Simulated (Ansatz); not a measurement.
```xyz
8

B     0.7870   -1.0028    0.9048
O     0.6416   -0.2899   -0.2283
Si   -0.5372    0.7547   -0.7459
H    -0.0478   -0.9357    1.7699
H     1.7607   -1.6929    1.0152
H    -1.6009    0.8761    0.2836
H    -1.0993    0.2189   -2.0079
H     0.0959    2.0717   -0.9914
```

Total charge 0; spin multiplicity 1.

Task: List the r2SCAN/def2-TZVPP orbital energies in eV (Ansatz). (Best estimate.)

Result: The calculation gave: Occupied: -1791.82, -516.46, -181.13, -142.21, -97.11, -97.04, -97.04, -26.97, -15.27, -12.68, -11.08, -10.61, -10.49, -8.77, -8.50, -7.35. Lowest empty: -1.26, -0.33, 1.12, 1.12, 1.55, 2.88, 3.06, 3.64.
